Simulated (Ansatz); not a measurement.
Basis-set extrapolation for `[OH][AlH][Cl]` (PBE0-D4/def2-TZVP geometry, frozen core, the Gaussian-basis code of Ansatz). Multiplicity 1, RHF reference.

|  | def2-TZVPP | def2-QZVPP |
| --- | --- | --- |
| HF | -777.634913 | -777.658782 |
| MP2 correlation | -0.507826 | -0.554139 |
| CCSD(T) correlation | -0.553081 | -0.598476 |

Energies in hartree. Use E(X) = E(∞) + A·exp(−7.88·√X) for Hartree–Fock and E(X) = E(∞) + B·X^(−2.97) for correlation, with X = 3 and 4.

Problem. What is the CCSD(T) energy at the basis-set limit?

Solution. HF limit: -777.658782 + (-0.023869) × 0.13774 = -777.66207. Correlation limit: -0.598476 + (-0.045395) × 0.74074 = -0.63210. Total: -778.29417 hartree, 66.6 kcal/mol below CCSD(T)/def2-TZVPP.
